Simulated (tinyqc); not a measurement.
Worked calculation: UHF in the sto-3g basis, for H2O, spin multiplicity 3. One step of it, computed by the program tinyqc.

Question. Iteration 1: building the Fock matrix. J_ij = sum D_kl (ij|kl) with D = D(alpha) + D(beta), K_ij = sum D_kl (ik|jl) for each spin; F = H + J - K(s); E = tr D H + tr D J / 2 - 0.5 sum_s tr D(s) K(s) + E_nn.

D(alpha) at the start, order 1O 1s, 1O 2s, 1O 2px, 1O 2py, 1O 2pz, 2H 1s, 3H 1s:
```
[[1.286840, -0.298505, 0.000000, 0.000290, 0.005036, -0.009747, -0.009652],
 [-0.298505, 1.264217, 0.000000, -0.001467, -0.024835, 0.039469, 0.039439],
 [0.000000, 0.000000, 0.784802, 0.000000, 0.000000, 0.000000, 0.000000],
 [0.000290, -0.001467, 0.000000, 0.729958, -0.001011, 0.071494, -0.071536],
 [0.005036, -0.024835, 0.000000, -0.001011, 0.765987, 0.038688, 0.038650],
 [-0.009747, 0.039469, 0.000000, 0.071494, 0.038688, 0.596892, 0.018942],
 [-0.009652, 0.039439, 0.000000, -0.071536, 0.038650, 0.018942, 0.597169]]
```

D(beta) at the start, order 1O 1s, 1O 2s, 1O 2px, 1O 2py, 1O 2pz, 2H 1s, 3H 1s:
```
[[0.857893, -0.199003, 0.000000, 0.000193, 0.003358, -0.006498, -0.006435],
 [-0.199003, 0.842812, 0.000000, -0.000978, -0.016557, 0.026313, 0.026292],
 [0.000000, 0.000000, 0.523201, 0.000000, 0.000000, 0.000000, 0.000000],
 [0.000193, -0.000978, 0.000000, 0.486639, -0.000674, 0.047662, -0.047691],
 [0.003358, -0.016557, 0.000000, -0.000674, 0.510658, 0.025792, 0.025767],
 [-0.006498, 0.026313, 0.000000, 0.047662, 0.025792, 0.397928, 0.012628],
 [-0.006435, 0.026292, 0.000000, -0.047691, 0.025767, 0.012628, 0.398112]]
```

core Hamiltonian H = T + V (hartree), order 1O 1s, 1O 2s, 1O 2px, 1O 2py, 1O 2pz, 2H 1s, 3H 1s:
```
[[-32.376887, -7.531372, 0.000000, -0.000331, -0.007585, -0.656444, -0.605122],
 [-7.531372, -9.004970, 0.000000, -0.004055, -0.095254, -1.740462, -1.625143],
 [0.000000, 0.000000, -7.179550, 0.000000, 0.000000, 0.000000, 0.000000],
 [-0.000331, -0.004055, 0.000000, -7.250375, -0.001564, -1.186827, 1.116448],
 [-0.007585, -0.095254, 0.000000, -0.001564, -7.205089, -0.727590, -0.685261],
 [-0.656444, -1.740462, 0.000000, -1.186827, -0.727590, -3.753545, -0.333050],
 [-0.605122, -1.625143, 0.000000, 1.116448, -0.685261, -0.333050, -3.677333]]
```

Two-electron integrals (ij|kl) in chemists' order, unique and non-zero (hartree):
```
(11|11) 4.785065    (21|11) 0.741380    (21|21) 0.136873    (22|11) 1.118947
(22|21) 0.256633    (22|22) 0.817206    (31|31) 0.024477    (32|31) 0.037809
(32|32) 0.180518    (33|11) 1.115814    (33|21) 0.256684    (33|22) 0.817023
(33|33) 0.880159    (41|41) 0.024477    (42|41) 0.037809    (42|42) 0.180518
(43|43) 0.047444    (44|11) 1.115814    (44|21) 0.256684    (44|22) 0.817023
(44|33) 0.785270    (44|44) 0.880159    (51|51) 0.024477    (52|51) 0.037809
(52|52) 0.180518    (53|53) 0.047444    (54|54) 0.047444    (55|11) 1.115814
(55|21) 0.256684    (55|22) 0.817023    (55|33) 0.785270    (55|44) 0.785270
(55|55) 0.880159    (61|11) 0.064704    (61|21) 0.011860    (61|22) 0.022146
(61|33) 0.022108    (61|41) 0.000437    (61|42) 0.000832    (61|44) 0.022196
(61|51) 0.000262    (61|52) 0.000499    (61|54) 0.000053    (61|55) 0.022139
(61|61) 0.001039    (62|11) 0.187751    (62|21) 0.043736    (62|22) 0.158236
(62|33) 0.155405    (62|41) 0.002768    (62|42) 0.022968    (62|44) 0.161531
(62|51) 0.001662    (62|52) 0.013788    (62|54) 0.003678    (62|55) 0.157612
(62|61) 0.003868    (62|62) 0.041032    (63|31) 0.004186    (63|32) 0.025760
(63|43) 0.004531    (63|53) 0.002720    (63|63) 0.005321    (64|11) 0.127634
(64|21) 0.030078    (64|22) 0.116324    (64|33) 0.111354    (64|41) 0.005806
(64|42) 0.041249    (64|44) 0.124615    (64|51) 0.000973    (64|52) 0.009299
(64|54) 0.005241    (64|55) 0.112867    (64|61) 0.002751    (64|62) 0.036771
(64|64) 0.037947    (65|11) 0.076624    (65|21) 0.018057    (65|22) 0.069834
(65|33) 0.066850    (65|41) 0.000973    (65|42) 0.009299    (65|44) 0.069371
(65|51) 0.004770    (65|52) 0.031342    (65|54) 0.006044    (65|55) 0.073199
(65|61) 0.001651    (65|62) 0.022075    (65|64) 0.019587    (65|65) 0.017080
(66|11) 0.383010    (66|21) 0.090595    (66|22) 0.377922    (66|33) 0.365153
(66|41) 0.006146    (66|42) 0.072751    (66|44) 0.393050    (66|51) 0.003690
(66|52) 0.043675    (66|54) 0.016748    (66|55) 0.375207    (66|61) 0.008036
(66|62) 0.134797    (66|64) 0.138530    (66|65) 0.083165    (66|66) 0.774606
(71|11) 0.059653    (71|21) 0.010933    (71|22) 0.020415    (71|33) 0.020381
(71|41) -0.000400   (71|42) -0.000761   (71|44) 0.020459    (71|51) 0.000240
(71|52) 0.000457    (71|54) -0.000047   (71|55) 0.020409    (71|61) 0.000943
(71|62) 0.003442    (71|64) 0.002286    (71|65) 0.001473    (71|66) 0.007126
(71|71) 0.000883    (72|11) 0.174916    (72|21) 0.040753    (72|22) 0.147694
(72|33) 0.145059    (72|41) -0.002570   (72|42) -0.021456   (72|44) 0.150757
(72|51) 0.001544    (72|52) 0.012888    (72|54) -0.003423   (72|55) 0.147115
(72|61) 0.003479    (72|62) 0.028440    (72|64) 0.018182    (72|65) 0.014815
(72|66) 0.072391    (72|71) 0.003321    (72|72) 0.035970    (73|31) 0.003879
(73|32) 0.023954    (73|43) -0.004220   (73|53) 0.002535    (73|63) 0.003478
(73|73) 0.004639    (74|11) -0.119673   (74|21) -0.028205   (74|22) -0.109290
(74|33) -0.104655   (74|41) 0.005383    (74|42) 0.038445    (74|44) -0.117018
(74|51) -0.000904   (74|52) -0.008704   (74|54) 0.004891    (74|55) -0.106070
(74|61) -0.002326   (74|62) -0.018349   (74|64) -0.008700   (74|65) -0.009423
(74|66) -0.045533   (74|71) -0.002375   (74|72) -0.032460   (74|74) 0.033645
(75|11) 0.071883    (75|21) 0.016942    (75|22) 0.065646    (75|33) 0.062863
(75|41) -0.000904   (75|42) -0.008704   (75|44) 0.065218    (75|51) 0.004422
(75|52) 0.029183    (75|54) -0.005635   (75|55) 0.068782    (75|61) 0.001499
(75|62) 0.014899    (75|64) 0.009407    (75|65) 0.011118    (75|66) 0.040849
(75|71) 0.001427    (75|72) 0.019498    (75|74) -0.017423   (75|75) 0.015105
(76|11) 0.032721    (76|21) 0.007691    (76|22) 0.030210    (76|33) 0.029594
(76|41) -3.40e-06   (76|42) -0.000047   (76|44) 0.030236    (76|51) 0.000470
(76|52) 0.004683    (76|54) -0.000008   (76|55) 0.030769    (76|61) 0.000671
(76|62) 0.007574    (76|64) 0.005993    (76|65) 0.004637    (76|66) 0.026055
(76|71) 0.000619    (76|72) 0.007138    (76|74) -0.005719   (76|75) 0.004400
(76|76) 0.001846    (77|11) 0.373499    (77|21) 0.088354    (77|22) 0.369147
(77|33) 0.357000    (77|41) -0.005868   (77|42) -0.069934   (77|44) 0.383539
(77|51) 0.003525    (77|52) 0.042007    (77|54) -0.015941   (77|55) 0.366575
(77|61) 0.007540    (77|62) 0.075866    (77|64) 0.047427    (77|65) 0.042480
(77|66) 0.221886    (77|71) 0.007219    (77|72) 0.124486    (77|74) -0.128985
(77|75) 0.077476    (77|76) 0.026055    (77|77) 0.774606
```

nuclear repulsion = 6.31511587 hartree

Give: Coulomb J; exchange K(alpha); exchange K(beta); F(alpha); F(beta); total energy of this density.

Answer.

Coulomb J (hartree), order 1O 1s, 1O 2s, 1O 2px, 1O 2py, 1O 2pz, 2H 1s, 3H 1s:
```
[[17.001, 3.178, 0.000, 0.000, 0.007, 0.276, 0.254],
 [3.178, 7.827, 0.000, 0.003, 0.087, 1.529, 1.427],
 [0.000, 0.000, 7.795, 0.000, 0.000, 0.000, 0.000],
 [0.000, 0.003, 0.000, 7.849, 0.001, 1.137, -1.067],
 [0.007, 0.087, 0.000, 0.001, 7.815, 0.697, 0.655],
 [0.276, 1.529, 0.000, 1.137, 0.697, 4.038, 0.298],
 [0.254, 1.427, 0.000, -1.067, 0.655, 0.298, 3.966]]
```

exchange K(alpha) (hartree), order 1O 1s, 1O 2s, 1O 2px, 1O 2py, 1O 2pz, 2H 1s, 3H 1s:
```
[[5.945, 0.996, 0.000, 0.000, 0.002, 0.096, 0.089],
 [0.996, 1.546, 0.000, 0.002, 0.024, 0.382, 0.357],
 [0.000, 0.000, 1.010, 0.000, 0.000, 0.000, 0.000],
 [0.000, 0.002, 0.000, 1.037, 0.001, 0.239, -0.225],
 [0.002, 0.024, 0.000, 0.001, 1.020, 0.150, 0.141],
 [0.096, 0.382, 0.000, 0.239, 0.150, 0.596, 0.079],
 [0.089, 0.357, 0.000, -0.225, 0.141, 0.079, 0.582]]
```

exchange K(beta) (hartree), order 1O 1s, 1O 2s, 1O 2px, 1O 2py, 1O 2pz, 2H 1s, 3H 1s:
```
[[3.963, 0.664, 0.000, 0.000, 0.002, 0.064, 0.059],
 [0.664, 1.030, 0.000, 0.002, 0.016, 0.254, 0.238],
 [0.000, 0.000, 0.674, 0.000, 0.000, 0.000, 0.000],
 [0.000, 0.002, 0.000, 0.691, 0.001, 0.160, -0.150],
 [0.002, 0.016, 0.000, 0.001, 0.680, 0.100, 0.094],
 [0.064, 0.254, 0.000, 0.160, 0.100, 0.397, 0.052],
 [0.059, 0.238, 0.000, -0.150, 0.094, 0.052, 0.388]]
```

F(alpha) (hartree), order 1O 1s, 1O 2s, 1O 2px, 1O 2py, 1O 2pz, 2H 1s, 3H 1s:
```
[[-21.321, -5.350, 0.000, 0.000, -0.003, -0.477, -0.440],
 [-5.350, -2.723, 0.000, -0.004, -0.032, -0.593, -0.555],
 [0.000, 0.000, -0.395, 0.000, 0.000, 0.000, 0.000],
 [0.000, -0.004, 0.000, -0.438, -0.002, -0.290, 0.274],
 [-0.003, -0.032, 0.000, -0.002, -0.411, -0.180, -0.172],
 [-0.477, -0.593, 0.000, -0.290, -0.180, -0.311, -0.113],
 [-0.440, -0.555, 0.000, 0.274, -0.172, -0.113, -0.294]]
```

F(beta) (hartree), order 1O 1s, 1O 2s, 1O 2px, 1O 2py, 1O 2pz, 2H 1s, 3H 1s:
```
[[-19.339, -5.018, 0.000, 0.000, -0.003, -0.445, -0.410],
 [-5.018, -2.208, 0.000, -0.003, -0.024, -0.466, -0.436],
 [0.000, 0.000, -0.058, 0.000, 0.000, 0.000, 0.000],
 [0.000, -0.003, 0.000, -0.093, -0.001, -0.210, 0.199],
 [-0.003, -0.024, 0.000, -0.001, -0.071, -0.130, -0.124],
 [-0.445, -0.466, 0.000, -0.210, -0.130, -0.113, -0.087],
 [-0.410, -0.436, 0.000, 0.199, -0.124, -0.087, -0.099]]
```

total energy of this density = -75.07726 hartree

This density is the starting one; it is not idempotent, so its energy is not variational and may lie below the converged one.
